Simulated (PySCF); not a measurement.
# C: ionisation energy

C [He] 2s2 2p2 (3P) → C+ [He] 2s2 2p1 (2P), as a difference of total energies. Calculation: PySCF 2.14, in aug-cc-pVDZ; no relativity, point nucleus. Correlated levels: valence: 1s2 frozen. The calculations carry no spin-orbit coupling.

```
           method  ionisation energy (eV)  error (eV)
              UHF                  10.817      -0.445
           r2SCAN                  11.694      +0.432
            M06-L                  11.501      +0.239
    MP2 (valence)                  11.145      -0.117
SCS-MP2 (valence)                  11.036      -0.226
   CCSD (valence)                  11.050      -0.212
CCSD(T) (valence)                  11.066      -0.196
```

Reference: 11.262 eV (measured; NIST levels, between the centres of gravity of the two terms).

Errors of the correlated levels include the incompleteness of this basis and the frozen core.
